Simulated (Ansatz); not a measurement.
# Molecular dynamics of O$_{2}$

Input:

```yaml
crystal:
  periodic: [false, false, false]
  atoms:
    - { symbol: O, position_ang: [0.507514, -0.164194, 0.2614] }
    - { symbol: O, position_ang: [-0.507514, 0.164194, -0.2614] }
magnetization:
  spin_polarized: true
  initial_magnetization: 2
basis:
  gaussian: { orbitals: def2-SVP }
hamiltonian:
  xc: pbe0
  dispersion: d4
md:
  timestep: 2.0
  n_steps: 250
  ensemble: nve
  temperature: 300.0
  initial_velocities: maxwell_boltzmann
  seed: 41539
```

Run as:

```bash
$ ansatz run input.yaml --threads 1 --pin off --max-ram 2048MiB --backend cpu --events-out ev --progress --plain --runs-dir out
```

It starts from a relaxed structure.

Output, in part (one step line in 3, the closing report, with atoms numbered from 0):

```
md step     0: t =     0.00 fs  T =   300.0 K  F+E_penalty+E_count = -4083.13802773 eV  E_kin = 0.012926 eV  conserved = -4083.12510173 eV  (24 SCF iters)
md step     3: t =     6.00 fs  T =    45.1 K  F+E_penalty+E_count = -4083.12568163 eV  E_kin = 0.001942 eV  conserved = -4083.12374002 eV  (19 SCF iters)
md step     6: t =    12.00 fs  T =   127.9 K  F+E_penalty+E_count = -4083.12971108 eV  E_kin = 0.005511 eV  conserved = -4083.12420011 eV  (24 SCF iters)
md step     9: t =    18.00 fs  T =   291.0 K  F+E_penalty+E_count = -4083.13761650 eV  E_kin = 0.012538 eV  conserved = -4083.12507831 eV  (24 SCF iters)
md step    12: t =    24.00 fs  T =    18.0 K  F+E_penalty+E_count = -4083.12438654 eV  E_kin = 0.000774 eV  conserved = -4083.12361273 eV  (19 SCF iters)
md step    15: t =    30.00 fs  T =   176.0 K  F+E_penalty+E_count = -4083.13206466 eV  E_kin = 0.007585 eV  conserved = -4083.12447927 eV  (24 SCF iters)
md step    18: t =    36.00 fs  T =   268.0 K  F+E_penalty+E_count = -4083.13651963 eV  E_kin = 0.011546 eV  conserved = -4083.12497390 eV  (23 SCF iters)
md step    21: t =    42.00 fs  T =     2.8 K  F+E_penalty+E_count = -4083.12366270 eV  E_kin = 0.000120 eV  conserved = -4083.12354249 eV  (25 SCF iters)
md step    24: t =    48.00 fs  T =   221.3 K  F+E_penalty+E_count = -4083.13426715 eV  E_kin = 0.009536 eV  conserved = -4083.12473142 eV  (24 SCF iters)
md step    27: t =    54.00 fs  T =   233.0 K  F+E_penalty+E_count = -4083.13483233 eV  E_kin = 0.010038 eV  conserved = -4083.12479410 eV  (24 SCF iters)
md step    30: t =    60.00 fs  T =     0.9 K  F+E_penalty+E_count = -4083.12357108 eV  E_kin = 0.000038 eV  conserved = -4083.12353356 eV  (24 SCF iters)
md step    33: t =    66.00 fs  T =   259.1 K  F+E_penalty+E_count = -4083.13609519 eV  E_kin = 0.011165 eV  conserved = -4083.12492996 eV  (23 SCF iters)
md step    36: t =    72.00 fs  T =   189.4 K  F+E_penalty+E_count = -4083.13271534 eV  E_kin = 0.008160 eV  conserved = -4083.12455492 eV  (24 SCF iters)
md step    39: t =    78.00 fs  T =    12.4 K  F+E_penalty+E_count = -4083.12411950 eV  E_kin = 0.000533 eV  conserved = -4083.12358676 eV  (24 SCF iters)
md step    42: t =    84.00 fs  T =   285.8 K  F+E_penalty+E_count = -4083.13737230 eV  E_kin = 0.012315 eV  conserved = -4083.12505698 eV  (25 SCF iters)
md step    45: t =    90.00 fs  T =   141.6 K  F+E_penalty+E_count = -4083.13038014 eV  E_kin = 0.006100 eV  conserved = -4083.12428036 eV  (24 SCF iters)
md step    48: t =    96.00 fs  T =    36.3 K  F+E_penalty+E_count = -4083.12526170 eV  E_kin = 0.001563 eV  conserved = -4083.12369854 eV  (24 SCF iters)
md step    51: t =   102.00 fs  T =   298.9 K  F+E_penalty+E_count = -4083.13798350 eV  E_kin = 0.012880 eV  conserved = -4083.12510330 eV  (23 SCF iters)
md step    54: t =   108.00 fs  T =    94.4 K  F+E_penalty+E_count = -4083.12806881 eV  E_kin = 0.004068 eV  conserved = -4083.12400040 eV  (24 SCF iters)
md step    57: t =   114.00 fs  T =    70.5 K  F+E_penalty+E_count = -4083.12690020 eV  E_kin = 0.003039 eV  conserved = -4083.12386104 eV  (24 SCF iters)
md step    60: t =   120.00 fs  T =   297.4 K  F+E_penalty+E_count = -4083.13788436 eV  E_kin = 0.012815 eV  conserved = -4083.12506922 eV  (23 SCF iters)
md step    63: t =   126.00 fs  T =    52.9 K  F+E_penalty+E_count = -4083.12602739 eV  E_kin = 0.002280 eV  conserved = -4083.12374754 eV  (18 SCF iters)
md step    66: t =   132.00 fs  T =   112.1 K  F+E_penalty+E_count = -4083.12889332 eV  E_kin = 0.004831 eV  conserved = -4083.12406228 eV  (23 SCF iters)
md step    69: t =   138.00 fs  T =   281.7 K  F+E_penalty+E_count = -4083.13710021 eV  E_kin = 0.012138 eV  conserved = -4083.12496232 eV  (23 SCF iters)
md step    72: t =   144.00 fs  T =    21.5 K  F+E_penalty+E_count = -4083.12447727 eV  E_kin = 0.000925 eV  conserved = -4083.12355248 eV  (18 SCF iters)
md step    75: t =   150.00 fs  T =   157.3 K  F+E_penalty+E_count = -4083.13106655 eV  E_kin = 0.006780 eV  conserved = -4083.12428703 eV  (24 SCF iters)
md step    78: t =   156.00 fs  T =   253.5 K  F+E_penalty+E_count = -4083.13572037 eV  E_kin = 0.010924 eV  conserved = -4083.12479657 eV  (23 SCF iters)
md step    81: t =   162.00 fs  T =     3.5 K  F+E_penalty+E_count = -4083.12358954 eV  E_kin = 0.000150 eV  conserved = -4083.12343975 eV  (24 SCF iters)
md step    84: t =   168.00 fs  T =   202.1 K  F+E_penalty+E_count = -4083.13322495 eV  E_kin = 0.008708 eV  conserved = -4083.12451734 eV  (25 SCF iters)
md step    87: t =   174.00 fs  T =   215.8 K  F+E_penalty+E_count = -4083.13388638 eV  E_kin = 0.009297 eV  conserved = -4083.12458965 eV  (23 SCF iters)
md step    90: t =   180.00 fs  T =     0.9 K  F+E_penalty+E_count = -4083.12346282 eV  E_kin = 0.000039 eV  conserved = -4083.12342354 eV  (24 SCF iters)
md step    93: t =   186.00 fs  T =   242.2 K  F+E_penalty+E_count = -4083.13516904 eV  E_kin = 0.010436 eV  conserved = -4083.12473316 eV  (23 SCF iters)
md step    96: t =   192.00 fs  T =   172.1 K  F+E_penalty+E_count = -4083.13177596 eV  E_kin = 0.007414 eV  conserved = -4083.12436186 eV  (23 SCF iters)
md step    99: t =   198.00 fs  T =    14.0 K  F+E_penalty+E_count = -4083.12411124 eV  E_kin = 0.000605 eV  conserved = -4083.12350603 eV  (24 SCF iters)
md step   102: t =   204.00 fs  T =   273.8 K  F+E_penalty+E_count = -4083.13671326 eV  E_kin = 0.011799 eV  conserved = -4083.12491439 eV  (24 SCF iters)
md step   105: t =   210.00 fs  T =   126.5 K  F+E_penalty+E_count = -4083.12958564 eV  E_kin = 0.005452 eV  conserved = -4083.12413327 eV  (22 SCF iters)
md step   108: t =   216.00 fs  T =    41.5 K  F+E_penalty+E_count = -4083.12546281 eV  E_kin = 0.001786 eV  conserved = -4083.12367680 eV  (24 SCF iters)
md step   111: t =   222.00 fs  T =   293.8 K  F+E_penalty+E_count = -4083.13770260 eV  E_kin = 0.012661 eV  conserved = -4083.12504207 eV  (24 SCF iters)
md step   114: t =   228.00 fs  T =    83.3 K  F+E_penalty+E_count = -4083.12751367 eV  E_kin = 0.003591 eV  conserved = -4083.12392249 eV  (25 SCF iters)
md step   117: t =   234.00 fs  T =    80.2 K  F+E_penalty+E_count = -4083.12736772 eV  E_kin = 0.003454 eV  conserved = -4083.12391401 eV  (24 SCF iters)
md step   120: t =   240.00 fs  T =   300.1 K  F+E_penalty+E_count = -4083.13802932 eV  E_kin = 0.012929 eV  conserved = -4083.12510076 eV  (24 SCF iters)
md step   123: t =   246.00 fs  T =    46.4 K  F+E_penalty+E_count = -4083.12574301 eV  E_kin = 0.001997 eV  conserved = -4083.12374585 eV  (19 SCF iters)
md step   126: t =   252.00 fs  T =   126.0 K  F+E_penalty+E_count = -4083.12961808 eV  E_kin = 0.005429 eV  conserved = -4083.12418867 eV  (24 SCF iters)
md step   129: t =   258.00 fs  T =   291.6 K  F+E_penalty+E_count = -4083.13764620 eV  E_kin = 0.012566 eV  conserved = -4083.12508056 eV  (23 SCF iters)
md step   132: t =   264.00 fs  T =    18.8 K  F+E_penalty+E_count = -4083.12442728 eV  E_kin = 0.000811 eV  conserved = -4083.12361648 eV  (19 SCF iters)
md step   135: t =   270.00 fs  T =   174.2 K  F+E_penalty+E_count = -4083.13197272 eV  E_kin = 0.007504 eV  conserved = -4083.12446833 eV  (24 SCF iters)
md step   138: t =   276.00 fs  T =   269.1 K  F+E_penalty+E_count = -4083.13657509 eV  E_kin = 0.011596 eV  conserved = -4083.12497936 eV  (23 SCF iters)
md step   141: t =   282.00 fs  T =     3.1 K  F+E_penalty+E_count = -4083.12367936 eV  E_kin = 0.000135 eV  conserved = -4083.12354392 eV  (25 SCF iters)
md step   144: t =   288.00 fs  T =   219.6 K  F+E_penalty+E_count = -4083.13418573 eV  E_kin = 0.009464 eV  conserved = -4083.12472213 eV  (24 SCF iters)
md step   147: t =   294.00 fs  T =   234.6 K  F+E_penalty+E_count = -4083.13490847 eV  E_kin = 0.010106 eV  conserved = -4083.12480228 eV  (24 SCF iters)
md step   150: t =   300.00 fs  T =     0.7 K  F+E_penalty+E_count = -4083.12356220 eV  E_kin = 0.000030 eV  conserved = -4083.12353251 eV  (25 SCF iters)
md step   153: t =   306.00 fs  T =   257.8 K  F+E_penalty+E_count = -4083.13603231 eV  E_kin = 0.011109 eV  conserved = -4083.12492316 eV  (23 SCF iters)
md step   156: t =   312.00 fs  T =   191.2 K  F+E_penalty+E_count = -4083.13280469 eV  E_kin = 0.008240 eV  conserved = -4083.12456502 eV  (24 SCF iters)
md step   159: t =   318.00 fs  T =    11.7 K  F+E_penalty+E_count = -4083.12408583 eV  E_kin = 0.000503 eV  conserved = -4083.12358328 eV  (24 SCF iters)
md step   162: t =   324.00 fs  T =   285.0 K  F+E_penalty+E_count = -4083.13733388 eV  E_kin = 0.012281 eV  conserved = -4083.12505327 eV  (24 SCF iters)
md step   165: t =   330.00 fs  T =   143.5 K  F+E_penalty+E_count = -4083.13047360 eV  E_kin = 0.006182 eV  conserved = -4083.12429134 eV  (23 SCF iters)
md step   168: t =   336.00 fs  T =    35.1 K  F+E_penalty+E_count = -4083.12520611 eV  E_kin = 0.001513 eV  conserved = -4083.12369289 eV  (24 SCF iters)
md step   171: t =   342.00 fs  T =   298.7 K  F+E_penalty+E_count = -4083.13797274 eV  E_kin = 0.012870 eV  conserved = -4083.12510284 eV  (23 SCF iters)
md step   174: t =   348.00 fs  T =    96.2 K  F+E_penalty+E_count = -4083.12815656 eV  E_kin = 0.004146 eV  conserved = -4083.12401098 eV  (24 SCF iters)
md step   177: t =   354.00 fs  T =    69.0 K  F+E_penalty+E_count = -4083.12682743 eV  E_kin = 0.002974 eV  conserved = -4083.12385359 eV  (24 SCF iters)
md step   180: t =   360.00 fs  T =   297.8 K  F+E_penalty+E_count = -4083.13790167 eV  E_kin = 0.012830 eV  conserved = -4083.12507184 eV  (23 SCF iters)
md step   183: t =   366.00 fs  T =    54.4 K  F+E_penalty+E_count = -4083.12609996 eV  E_kin = 0.002344 eV  conserved = -4083.12375643 eV  (18 SCF iters)
md step   186: t =   372.00 fs  T =   110.4 K  F+E_penalty+E_count = -4083.12880971 eV  E_kin = 0.004756 eV  conserved = -4083.12405357 eV  (23 SCF iters)
md step   189: t =   378.00 fs  T =   282.6 K  F+E_penalty+E_count = -4083.13714329 eV  E_kin = 0.012176 eV  conserved = -4083.12496760 eV  (23 SCF iters)
md step   192: t =   384.00 fs  T =    22.5 K  F+E_penalty+E_count = -4083.12452672 eV  E_kin = 0.000968 eV  conserved = -4083.12355857 eV  (18 SCF iters)
md step   195: t =   390.00 fs  T =   155.5 K  F+E_penalty+E_count = -4083.13097948 eV  E_kin = 0.006702 eV  conserved = -4083.12427773 eV  (24 SCF iters)
md step   198: t =   396.00 fs  T =   254.9 K  F+E_penalty+E_count = -4083.13578459 eV  E_kin = 0.010981 eV  conserved = -4083.12480387 eV  (23 SCF iters)
md step   201: t =   402.00 fs  T =     3.9 K  F+E_penalty+E_count = -4083.12361041 eV  E_kin = 0.000168 eV  conserved = -4083.12344226 eV  (24 SCF iters)
md step   204: t =   408.00 fs  T =   200.4 K  F+E_penalty+E_count = -4083.13314234 eV  E_kin = 0.008634 eV  conserved = -4083.12450822 eV  (24 SCF iters)
md step   207: t =   414.00 fs  T =   217.4 K  F+E_penalty+E_count = -4083.13396534 eV  E_kin = 0.009367 eV  conserved = -4083.12459821 eV  (23 SCF iters)
md step   210: t =   420.00 fs  T =     0.7 K  F+E_penalty+E_count = -4083.12345275 eV  E_kin = 0.000031 eV  conserved = -4083.12342210 eV  (24 SCF iters)
md step   213: t =   426.00 fs  T =   240.8 K  F+E_penalty+E_count = -4083.13509858 eV  E_kin = 0.010374 eV  conserved = -4083.12472500 eV  (25 SCF iters)
md step   216: t =   432.00 fs  T =   173.9 K  F+E_penalty+E_count = -4083.13186216 eV  E_kin = 0.007491 eV  conserved = -4083.12437086 eV  (23 SCF iters)
md step   219: t =   438.00 fs  T =    13.2 K  F+E_penalty+E_count = -4083.12407137 eV  E_kin = 0.000571 eV  conserved = -4083.12350084 eV  (24 SCF iters)
md step   222: t =   444.00 fs  T =   272.8 K  F+E_penalty+E_count = -4083.13666185 eV  E_kin = 0.011754 eV  conserved = -4083.12490800 eV  (24 SCF iters)
md step   225: t =   450.00 fs  T =   128.3 K  F+E_penalty+E_count = -4083.12967116 eV  E_kin = 0.005529 eV  conserved = -4083.12414196 eV  (24 SCF iters)
md step   228: t =   456.00 fs  T =    40.1 K  F+E_penalty+E_count = -4083.12539757 eV  E_kin = 0.001729 eV  conserved = -4083.12366849 eV  (24 SCF iters)
md step   231: t =   462.00 fs  T =   293.3 K  F+E_penalty+E_count = -4083.13767554 eV  E_kin = 0.012637 eV  conserved = -4083.12503812 eV  (24 SCF iters)
md step   234: t =   468.00 fs  T =    85.0 K  F+E_penalty+E_count = -4083.12759086 eV  E_kin = 0.003661 eV  conserved = -4083.12393013 eV  (25 SCF iters)
md step   237: t =   474.00 fs  T =    78.5 K  F+E_penalty+E_count = -4083.12728426 eV  E_kin = 0.003381 eV  conserved = -4083.12390359 eV  (24 SCF iters)
md step   240: t =   480.00 fs  T =   300.1 K  F+E_penalty+E_count = -4083.13802978 eV  E_kin = 0.012930 eV  conserved = -4083.12509977 eV  (24 SCF iters)
md step   243: t =   486.00 fs  T =    47.7 K  F+E_penalty+E_count = -4083.12580514 eV  E_kin = 0.002053 eV  conserved = -4083.12375188 eV  (19 SCF iters)
md step   246: t =   492.00 fs  T =   124.1 K  F+E_penalty+E_count = -4083.12952545 eV  E_kin = 0.005348 eV  conserved = -4083.12417740 eV  (24 SCF iters)
md step   249: t =   498.00 fs  T =   292.2 K  F+E_penalty+E_count = -4083.13767477 eV  E_kin = 0.012592 eV  conserved = -4083.12508282 eV  (23 SCF iters)
md step   250: t =   500.00 fs  T =   227.5 K  F+E_penalty+E_count = -4083.13445615 eV  E_kin = 0.009804 eV  conserved = -4083.12465260 eV  (25 SCF iters)
Total energy: -4083.13446206 eV, -150.0524238329 hartree
Atom 0 at     0.511399    -0.165451     0.263401 Å, force    -0.679782     0.219927    -0.350128 eV/Å
Atom 1 at    -0.511399     0.165451    -0.263401 Å, force     0.679782    -0.219927     0.350128 eV/Å
Dipole moment:     0.000000    -0.000000     0.000000 e Å
```

The run went to its last step. The conserved energy stayed within 0.84 meV per atom of its start (net change 0.22 meV per atom), so the integration is sound. The temperature averaged 0.50 of the 300 K drawn at the start: a run that starts near a minimum puts about half its kinetic energy into the potential. A run of 0.5 ps of so small a system gives no equilibrium averages.

The same pairs are bonded in the first frame and the last. Pairs count as bonded within 1.25 times the sum of covalent radii (0.12 Å more for H–H).

Last frame:

```xyz
2
Properties=species:S:1:pos:R:3
O 0.511 -0.166 0.263
O -0.511 0.166 -0.263
```

Run time: 93 s on 1 thread of Arm Neoverse V1 (shared host), peak memory 0.08 GiB.
